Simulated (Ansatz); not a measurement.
# CH₄NSi− (SMILES N=[C-][SiH3]): single points off equilibrium

An exercise on one series of results from a longer session: the logs are not shown, and one member is left open.

Computed with Ansatz 0.2.0, Gaussian basis. Level: single points in def2-TZVPPD.

Correlated methods freeze the cores.

## Starting geometry

SMILES `N=[C-][SiH3]`, 7 atoms, charge -1, spin multiplicity 1.

Atoms are counted from 1 here; the program's logs count them from 0.

Bond lengths: N1–C2 1.260 Å, N1–H4 1.179 Å, C2–Si3 1.981 Å, Si3–H5 1.247 Å, Si3–H6 1.469 Å, Si3–H7 1.464 Å. Angles: C2–N1–H4 113.9°, N1–C2–Si3 139.0°, C2–Si3–H5 102.4°, C2–Si3–H6 135.4°, C2–Si3–H7 100.4°, H5–Si3–H6 110.0°, H5–Si3–H7 112.1°, H6–Si3–H7 95.1°.

Geometry (Å):

```
N    -1.0540   -1.8413    0.3113
C    -0.0259   -1.1558    0.0636
Si    0.4684    0.7353   -0.2574
H    -1.9986   -1.1978    0.6018
H     0.6389    0.7613   -1.4921
H    -0.0235    2.0377    0.2099
H     1.7346    0.8050    0.4739
```

Set-up of the first run:

run/in.yaml reads:

```yaml
crystal:
  periodic: [false, false, false]
  atoms:
    - {symbol: N, position_ang: [-1.054000, -1.841300, 0.311300]}
    - {symbol: C, position_ang: [-0.025900, -1.155800, 0.063600]}
    - {symbol: Si, position_ang: [0.468400, 0.735300, -0.257400]}
    - {symbol: H, position_ang: [-1.998600, -1.197800, 0.601800]}
    - {symbol: H, position_ang: [0.638900, 0.761300, -1.492100]}
    - {symbol: H, position_ang: [-0.023500, 2.037700, 0.209900]}
    - {symbol: H, position_ang: [1.734600, 0.805000, 0.473900]}
basis:
  gaussian: {orbitals: "def2-TZVPPD.json"}
total_charge: -1
correlation: {method: ccsd_t}
output: {forces: true}
```

The basis file named in the input lies beside it (Basis Set Exchange, JSON).

No record of the launch command was kept for these runs.

Among the steps run: CCSD(T)/def2-TZVPPD; PBE0-D4/def2-TZVPPD; wB97M-V/def2-TZVPPD; r2SCAN-D4/def2-TZVPPD; PBE-D4/def2-TZVPPD; CAM-B3LYP-D4/def2-TZVPPD; r2SCANh-D4/def2-TZVPPD.

One of the session's tables, all rows but one given; the rest of the session is left out.

| method | RMS force component (eV/Å) | angle to CCSD(T) forces (°) |
| --- | --- | --- |
| CCSD(T) | 2.662 | reference |
| PBE0-D4 | 2.616 | 8.2 |
| wB97M-V | 2.611 | 5.7 |
| r2SCAN-D4 | 2.567 | 7.9 |
| PBE-D4 | 2.566 | 6.9 |
| CAM-B3LYP-D4 | 2.593 | 8.0 |
| r2SCANh-D4 | ? | ? |

Q: Estimate the row for r2SCANh-D4 from the others.

As computed: RMS force component (eV/Å): 2.584; angle to CCSD(T) forces (°): 8.4. In the column «RMS force component (eV/Å)» it lies between r2SCAN-D4 (2.567) and CAM-B3LYP-D4 (2.593).

To keep in mind: The anion's highest level is positive in at least one run, so there the basis alone may hold the extra electron.
